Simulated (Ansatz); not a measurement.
```yaml
crystal:
  periodic: [false, false, false]
  atoms:
    - {symbol: O, position_ang: [-1.214292, 0.082278, -0.814341]}
    - {symbol: As, position_ang: [0.259951, -0.018880, 0.194335]}
    - {symbol: H, position_ang: [-1.967405, 0.365392, -0.297258]}
    - {symbol: H, position_ang: [1.090849, 0.907507, -0.652176]}
    - {symbol: H, position_ang: [0.828940, -1.175521, -0.569416]}
basis:
  gaussian: {orbitals: def2-TZVP}
hamiltonian: {xc: pbe0}
relax: {f_tol: 0.004, max_steps: 80}
```

```sh
$ ansatz run in.yaml --threads 1 --pin off --events-out ev --progress --plain --max-ram 2176MiB
```

Steps of the relaxation (energy above the last step; positions in Å, forces in eV/Å):

```
5
step 1, 27.9 meV
O    -1.214    0.082   -0.814   -0.186   -0.023   -0.372
As    0.260   -0.019    0.194   -0.210    0.097    0.474
H    -1.967    0.365   -0.297   -0.030    0.032    0.211
H     1.091    0.908   -0.652    0.256    0.407   -0.169
H     0.829   -1.176   -0.569    0.171   -0.513   -0.145
```

```
5
step 2, 9.2 meV
O    -1.224    0.100   -0.831   -0.073   -0.001   -0.227
As    0.265   -0.018    0.165   -0.102    0.061    0.337
H    -1.969    0.351   -0.280    0.083   -0.017    0.101
H     1.104    0.969   -0.645    0.036   -0.098   -0.099
H     0.822   -1.242   -0.549    0.056    0.055   -0.111
```

```
5
step 3, 2.2 meV
O    -1.221    0.109   -0.835   -0.098    0.010   -0.127
As    0.256   -0.014    0.180    0.022    0.034    0.067
H    -1.968    0.342   -0.279    0.043   -0.014    0.061
H     1.106    0.948   -0.652    0.013   -0.034    0.007
H     0.825   -1.224   -0.554    0.020    0.004   -0.007
```

```
5
step 6, 0.0 meV
O    -1.222    0.154   -0.849    0.003    0.000    0.001
As    0.252   -0.001    0.177   -0.001    0.000   -0.003
H    -1.971    0.295   -0.265   -0.002    0.000    0.001
H     1.123    0.936   -0.657    0.000   -0.001    0.000
H     0.816   -1.224   -0.545    0.000    0.000    0.001
```

Close pairs at the end: O1–H3 0.960 Å, As2–H5 1.527 Å, As2–H4 1.528 Å, O1–As2 1.802 Å.

A stationary point of restricted PBE0 after 6 steps (its stability towards spin polarisation wasn't tested); no frequencies were run, so it isn't proven a minimum. 27 s on 1 thread of Arm Neoverse N1, shared host.
